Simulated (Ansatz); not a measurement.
1T (CdI2-type) CdI₂, treated with HSE06-D3(BJ) (plane waves, PAW; Ansatz, a program for electronic structure).

Rigid layers of the crystal as relaxed at this level are moved apart or together:

| run | k mesh | layer repeat (Å) | energy against free layers (meV/Å²) | gap on the mesh (eV) |
|---|---|---|---|---|
| 1 | 6×6×6 | 6.64 | -21.22 | 3.306 |
| 2 | 6×6×6 | 6.84 | -20.98 | 3.330 |
| 3 | 6×6×6 | 7.24 | -18.31 | 3.360 |
| 4 | 6×6×6 | 7.84 | -13.00 | 3.400 |
| 5 | 6×6×4 | 9.84 | -3.33 | 3.459 |

The lowest energy of these points lies at a layer repeat of 6.64 Å.

Spin–orbit coupling is not included.
